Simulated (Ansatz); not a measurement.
Antifluorite Mg2Ge, treated with Hartree–Fock (Ansatz, an electronic-structure program, plane waves, PAW).

Settings: plane-wave cutoff 460 eV, 8×8×8 k mesh, Fermi–Dirac smearing 0.01 eV, scalar-relativistic PAW data made under PBE.

Energies at three volumes about the minimum:

| V (Å³/atom) | E − E_lowest (meV/atom) |
|---|---|
| 22.149 | 2.53 |
| 22.738 | 0.00 |
| 23.285 | 2.29 |

### Question
Fit a parabola by hand: where is the minimum, what lattice constant follows, and what is the bulk modulus?

### Answer
Slopes: (0.00 − 2.53)/(22.738 − 22.149) = -4.295 and (2.29 − 0.00)/(23.285 − 22.738) = 4.186 meV/Å³. Curvature E″ = 2 × (4.186 − (-4.295))/(23.285 − 22.149) = 14.931 meV/Å⁶. From the middle of the first interval, the slope vanishes at V0 = 22.4435 − (-4.295)/14.931 = 22.731 Å³/atom. B = V0 E″ = 22.731 × 14.931 meV/Å³ × 0.1602 GPa per meV/Å³ = 54.4 GPa. With 12 atoms in the cube, a = (12 × 22.731)^(1/3) = 6.485 Å. The full Birch–Murnaghan fit to all volumes gives V0 = 22.720 Å³/atom and B0 = 54.5 GPa.

Measured, for comparison: lattice constant a 6.385 Å (temperature not stated, no zero-point or thermal correction; as tabulated in Grosch, Range, J. Alloys Compd. 235, 250 (1996)).
